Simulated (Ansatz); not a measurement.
Relaxation of BClH2O (5 atoms, charge 0, multiplicity 1), to a largest force component of 0.02 eV/Å in at most 40 steps.

Method: Ansatz 0.2.0, RKS CAM-B3LYP/def2-mTZVP.

```xyz
5
Properties=species:S:1:pos:R:3
B 0.000 0.000 0.000
Cl 0.000 0.000 1.860
O 1.221 0.000 -0.705
H 1.521 -0.952 -0.860
H -1.030 0.000 -0.595
```

Where does it end, and by what steps?

It converged. After 8 steps the energy has fallen by 0.795 eV; H4 moved furthest, 0.56 Å.

```json
{"step": "0", "energy less start (eV)": "0.0000", "largest force component (eV/Å)": "2.057", "accepted": "yes"}
{"step": "1", "energy less start (eV)": "-0.1799", "largest force component (eV/Å)": "1.255", "accepted": "yes"}
{"step": "2", "energy less start (eV)": "-0.2788", "largest force component (eV/Å)": "0.634", "accepted": "yes"}
{"step": "3", "energy less start (eV)": "-0.5036", "largest force component (eV/Å)": "1.451", "accepted": "yes"}
{"step": "4", "energy less start (eV)": "-0.7699", "largest force component (eV/Å)": "0.717", "accepted": "yes"}
{"step": "5", "energy less start (eV)": "-0.7824", "largest force component (eV/Å)": "0.647", "accepted": "yes"}
{"step": "6", "energy less start (eV)": "-0.7941", "largest force component (eV/Å)": "0.343", "accepted": "yes"}
{"step": "7", "energy less start (eV)": "-0.7954", "largest force component (eV/Å)": "0.034", "accepted": "yes"}
{"step": "8", "energy less start (eV)": "-0.7955", "largest force component (eV/Å)": "0.017", "accepted": "yes"}
```

```xyz
5
Properties=species:S:1:pos:R:3
B -0.056 -0.062 -0.083
Cl 0.143 -0.169 1.679
O 0.952 -0.365 -0.907
H 1.769 -0.638 -0.467
H -1.096 0.283 -0.523
```

Whether the end is a true minimum wasn't checked by a vibrational analysis.

The run took 23 s on 1 thread of Arm Neoverse V1, on a shared host, peak memory 0.14 GiB.
